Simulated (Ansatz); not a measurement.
System: formaldehyde, CH₂O (charge 0, singlet). 
Coordinates optimised at B3LYP-D3(BJ)/def2-TZVP (Ansatz, an electronic-structure program):
SMILES: C=O
```xyz
4

O     -0.0009    -0.0102     0.6728
C      0.0007     0.0079    -0.5259
H     -0.0027     0.9554    -1.0993
H      0.0057    -0.9218    -1.1276
```

Basis-set convergence of Hartree-Fock and CCSD correlation energies (hartree) with Ansatz. Correlated levels leave the core frozen unless marked. Spin-orbit coupling is left out. Non-relativistic.

| basis | functions | E(HF) | E(corr, CCSD) |
|---|---|---|---|
| aug-cc-pVDZ | 64 | -113.88554 | -0.34685 |
| aug-cc-pVTZ | 138 | ___ | ___ |

Task: Fill in the missing entries.

Result: 
- aug-cc-pVTZ, E(HF): -113.91423
- aug-cc-pVTZ, E(corr, CCSD): -0.41114
